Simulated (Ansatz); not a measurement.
# CHF2 radical: up Jacob's ladder to CCSD(T)

An exercise on one series of results from a longer session: the logs are not shown, and one member is left open.

Method: functionals in def2-TZVPP, the program's frozen cores in correlated methods; program: Ansatz 0.2.0, Gaussian basis.

The runs, in order: LDA (SPW92), PBE-D4, revPBE-D4, BLYP-D4, r2SCAN-D4, B97M-V, PBE0-D4, B3LYP-D4, r2SCANh-D4, r2SCAN0-D4, HSE06-D4, BHLYP-D4, CAM-B3LYP-D4, LC-ωPBE, ωB97X-V, ωB97M-V, B2PLYP, PBE-QIDH; CCSD(T)/def2-SVP; CCSD(T)/def2-TZVPP; MP2/def2-QZVPP; extrapolation to the limit; RPA on PBE.

**The relaxed structure**

All runs share one geometry, relaxed beforehand with PBE0-D4 in a triple-zeta def2 set.

SMILES `F[CH]F`, 4 atoms, charge 0, spin multiplicity 2.

Atoms are counted from 1 here; the program's logs count them from 0.

Bond lengths: F1–C2 1.321 Å, C2–F3 1.321 Å, C2–H4 1.090 Å. Angles: F1–C2–F3 111.3°, F1–C2–H4 114.2°, F3–C2–H4 114.2°.

The first run:

Input file in.yaml:

```yaml
crystal:
  periodic: [false, false, false]
  atoms:
    - {symbol: F, position_ang: [-1.208179, 0.264628, -0.141740]}
    - {symbol: C, position_ang: [0.038600, 0.063418, 0.244449]}
    - {symbol: F, position_ang: [0.433137, -1.166761, -0.029587]}
    - {symbol: H, position_ang: [0.736452, 0.838715, -0.073122]}
basis:
  gaussian: {orbitals: def2-TZVPP}
magnetization: {spin_polarized: true, initial_magnetization: 1}
hamiltonian: {xc: lda}
output: {orbitals: {seedname: orbitals}}
```

Steps of the session up to this table: LDA; PBE-D4 (GGA); revPBE-D4 (GGA); BLYP-D4 (GGA); r2SCAN-D4 (meta-GGA); B97M-V (meta-GGA); PBE0-D4 (hybrid); B3LYP-D4 (hybrid); r2SCANh-D4 (hybrid); r2SCAN0-D4 (hybrid); HSE06-D4 (hybrid); BHLYP-D4 (hybrid); CAM-B3LYP-D4 (range-separated); LC-ωPBE-D4 (range-separated; the results give it without D4); ωB97X-V (range-separated); ωB97M-V (range-separated); B2PLYP (double hybrid); PBE-QIDH (double hybrid).

One table of the session follows, with a row left open; its other results are not shown here.

It belongs to the step «Orbital energies across the functionals». 

```
  functional  HOMO (eV)  LUMO (eV)  gap (eV)
 LDA (SPW92)      -5.09      -3.39      1.69
      PBE-D4      -5.10      -2.81      2.29
   revPBE-D4      -5.05      -2.65      2.40
     BLYP-D4          ?          ?         ?
   r2SCAN-D4      -5.64      -2.04      3.60
      B97M-V      -5.41      -2.60      2.81
     PBE0-D4      -6.88      -1.51      5.36
    B3LYP-D4      -6.58      -2.10      4.48
  r2SCANh-D4      -6.30      -1.61      4.69
  r2SCAN0-D4      -7.29      -0.97      6.32
    HSE06-D4      -6.46      -1.91      4.55
    BHLYP-D4      -8.58      -0.48      8.10
CAM-B3LYP-D4      -8.38      -0.58      7.80
     LC-ωPBE      -9.81       1.09     10.91
     ωB97X-V      -9.26       0.56      9.83
     ωB97M-V      -9.00       0.39      9.40
```

Q: Estimate the row for BLYP-D4 from the others.

Worked estimate for «HOMO (eV)». Against the share of exact exchange, B3LYP-D4 (0.2, -6.58), BHLYP-D4 (0.5, -8.58) give a slope of -6.67 per unit share; at 0 the line stands at -5.25.

As computed: HOMO (eV): -5.01; LUMO (eV): -2.92; gap (eV): 2.09. In «HOMO (eV)» the line misses by -0.24.
